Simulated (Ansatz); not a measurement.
**Si2PH7: vertical ionisation energy**

The task here is to estimate one member of a computed series from the others.

Computed with Ansatz 0.2.0, Gaussian basis. Level: unrestricted cation, the program's frozen cores in correlated methods.

The runs, in order: UKS PBE-D4/def2-TZVPP; UKS r2SCAN-D4/def2-TZVPP; UKS PBE0-D4/def2-TZVPP; UKS B3LYP-D4/def2-TZVPP; UKS wB97X-V/def2-TZVPP; UKS wB97M-V/def2-TZVPP; UKS B2PLYP/def2-TZVPP; UHF-CCSD(T)/def2-TZVPP; UHF-CCSD(T)/def2-QZVPP; extrapolation to the limit; then −ε(HOMO) from the neutral's earlier runs with LDA (SPW92), PBE-D4, revPBE-D4, BLYP-D4, r2SCAN-D4, B97M-V, PBE0-D4, B3LYP-D4, r2SCANh-D4, r2SCAN0-D4, HSE06-D4, BHLYP-D4, CAM-B3LYP-D4, LC-ωPBE, ωB97X-V, ωB97M-V.

**The relaxed structure**

All runs share one geometry, relaxed beforehand with PBE0-D4 in a triple-zeta def2 set.

SMILES `[SiH3]P[SiH3]`, 10 atoms, charge 0, spin multiplicity 1.

Atoms are counted from 1 here; the program's logs count them from 0.

Bond lengths: Si1–P2 2.250 Å, Si1–H4 1.486 Å, Si1–H5 1.487 Å, Si1–H6 1.486 Å, P2–Si3 2.250 Å, P2–H7 1.422 Å, Si3–H8 1.486 Å, Si3–H9 1.486 Å, Si3–H10 1.487 Å. Angles: P2–Si1–H4 108.7°, P2–Si1–H5 113.6°, P2–Si1–H6 107.4°, H4–Si1–H5 109.0°, H4–Si1–H6 109.1°, H5–Si1–H6 108.9°, Si1–P2–Si3 95.8°, Si1–P2–H7 94.6°, Si3–P2–H7 94.6°, P2–Si3–H8 108.7°, P2–Si3–H9 107.4°, P2–Si3–H10 113.6°, H8–Si3–H9 109.1°, H8–Si3–H10 109.0°, H9–Si3–H10 108.9°.

Set-up of the first run:

File in.yaml:

```yaml
crystal:
  periodic: [false, false, false]
  atoms:
    - {symbol: Si, position_ang: [-1.293646, 0.738956, -0.772210]}
    - {symbol: P, position_ang: [-0.480899, -1.286939, -0.226869]}
    - {symbol: Si, position_ang: [1.218581, -0.517749, 1.031032]}
    - {symbol: H, position_ang: [-2.304616, 0.573952, -1.848769]}
    - {symbol: H, position_ang: [-0.250310, 1.695041, -1.230141]}
    - {symbol: H, position_ang: [-1.955980, 1.292649, 0.437515]}
    - {symbol: H, position_ang: [0.301302, -1.417242, -1.407677]}
    - {symbol: H, position_ang: [2.134177, -1.647004, 1.338797]}
    - {symbol: H, position_ang: [0.636593, -0.003125, 2.297989]}
    - {symbol: H, position_ang: [1.994807, 0.571461, 0.380323]}
basis:
  gaussian: {orbitals: def2-TZVPP}
total_charge: 1
magnetization: {spin_polarized: true, initial_magnetization: 1}
hamiltonian: {xc: pbe, dispersion: d4}
```

Command:

```
$ ansatz run in.yaml --threads 2 --pin off --events-out ev --progress --plain --max-ram 32768MiB --backend cpu
```

Among the steps run: Cation, UKS PBE-D4/def2-TZVPP; Cation, UKS r2SCAN-D4/def2-TZVPP; Cation, UKS PBE0-D4/def2-TZVPP; Cation, UKS B3LYP-D4/def2-TZVPP; Cation, UKS wB97X-V/def2-TZVPP; Cation, UKS wB97M-V/def2-TZVPP; Cation, UKS B2PLYP (frozen core)/def2-TZVPP; Cation, UHF-CCSD(T)/def2-TZVPP; Cation, UHF-CCSD(T)/def2-QZVPP.

One table of the session follows, with a row left open; its other results are not shown here.

It belongs to the step «Ionisation energies side by side». Orbital estimates, from the neutral's runs:

| functional | −ε(HOMO) (eV) |
| --- | --- |
| LDA (SPW92) | 6.52 |
| PBE-D4 | 6.45 |
| revPBE-D4 | 6.41 |
| BLYP-D4 | 6.28 |
| r2SCAN-D4 | 6.68 |
| B97M-V | 6.86 |
| PBE0-D4 | 7.51 |
| B3LYP-D4 | 7.29 |
| r2SCANh-D4 | 7.07 |
| r2SCAN0-D4 | 7.67 |
| HSE06-D4 | 7.12 |
| BHLYP-D4 | 8.44 |
| CAM-B3LYP-D4 | 8.74 |
| LC-ωPBE | ? |
| ωB97X-V | 9.74 |
| ωB97M-V | 9.57 |

Estimate the missing values for LC-ωPBE.

The run gave: −ε(HOMO) (eV): 10.06. In the column «−ε(HOMO) (eV)» it is the highest.
